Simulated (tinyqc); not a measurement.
Worked calculation: Hueckel theory of the pi electrons, for the molecule [CH2]C([CH2])=CC=C (SMILES; centres numbered as the heavy atoms are written). One step of it, computed by the program tinyqc.

Task: Energy, charges, bond orders. E = sum n x; q_r = z_r - P_rr; bond order p = P_rs; free valence = sqrt(3) - sum of p over the bonds of the atom.

x values: [1.902113, 1.175571, 0.000000, 0.000000, -1.175571, -1.902113]

occupations: [2.000000, 2.000000, 1.000000, 1.000000, 0.000000, 0.000000]

charge and bond-order matrix P, order 1C, 2C, 3C, 4C, 5C, 6C:
$$\begin{pmatrix}
1.000000 & 0.615537 & 0.000000 & 0.000000 & -0.145309 & 0.000000 \\
0.615537 & 1.000000 & 0.615537 & 0.470228 & 0.000000 & -0.145309 \\
0.000000 & 0.615537 & 1.000000 & 0.000000 & -0.145309 & 0.000000 \\
0.000000 & 0.470228 & 0.000000 & 1.000000 & 0.615537 & 0.000000 \\
-0.145309 & 0.000000 & -0.145309 & 0.615537 & 1.000000 & 0.760845 \\
0.000000 & -0.145309 & 0.000000 & 0.000000 & 0.760845 & 1.000000
\end{pmatrix}$$

Centres:
```
centre  z_r, pi electrons of the neutral centre         h
1C                                            1  0.000000
2C                                            1  0.000000
3C                                            1  0.000000
4C                                            1  0.000000
5C                                            1  0.000000
6C                                            1  0.000000
```

Bonds:
```
i  j  k
1  2  1
2  3  1
2  4  1
4  5  1
5  6  1
```

Give: pi energy = 6 alpha + this times beta; pi charges; Bond orders and lengths from R = 1.517 - 0.180 p; free valence of the carbons; gap between the highest filled and the next level.

Result:

pi energy = 6 alpha + this times beta = 6.1554

pi charges: 1C 0.0000, 2C 0.0000, 3C 0.0000, 4C 0.0000, 5C 0.0000, 6C 0.0000

Bond orders and lengths from R = 1.517 - 0.180 p (angstrom, C-C alone):
```
bond       p       R
1-2   0.6155  1.4062
2-3   0.6155  1.4062
2-4   0.4702  1.4324
4-5   0.6155  1.4062
5-6   0.7608  1.3800
```

free valence of the carbons: 1C 1.1165, 2C 0.0307, 3C 1.1165, 4C 0.6463, 5C 0.3557, 6C 0.9712

gap between the highest filled and the next level = 1.1756 |beta|
